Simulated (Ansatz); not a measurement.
Stepwise reaction of `[F][AlH2]` with hydrogen fluoride, as a gas-phase model of exchange steps in deposition or etching. ΔE in kJ/mol.

Computed with Ansatz on PBE0-D4/def2-TZVP structures; ΔE is electronic, products minus reactants. CCSD(T)/CBS adds triple-zeta CCSD(T) − MP2 to the extrapolated MP2 energy (def2 sets, frozen cores). This one scheme is used for every species. DFT in def2-TZVPP. B3LYP here is the variant with VWN-RPA as its local correlation; programs differ in this.

| step | reaction | PBE-D4 | B3LYP-D4 | ωB97M-V | CCSD(T)/CBS |
| --- | --- | --- | --- | --- | --- |
| 1 | `[F][AlH2]` + H–F → `[F][AlH][F]` + H₂ | -164.4 | -171.3 | -169.4 | -169.8 |
| 2 | `[F][AlH][F]` + H–F → `[F][Al]([F])[F]` + H₂ | -140.8 | -148.8 | -146.3 | -149.7 |

(1) By hand: ΔE of the 2 steps together at CCSD(T)/CBS.

Results:

(1) (-169.8) + (-149.7) = -319.5 kJ/mol, or -159.8 kJ/mol a step.

In ΔE each step is higher than the one before. All are downhill at CCSD(T)/CBS. PBE-D4 differs from CCSD(T)/CBS by 5.4 to 8.9 kJ/mol a step. Isolated molecules leave out the surface, adducts and barriers. Largest T1 diagnostic: 0.013.
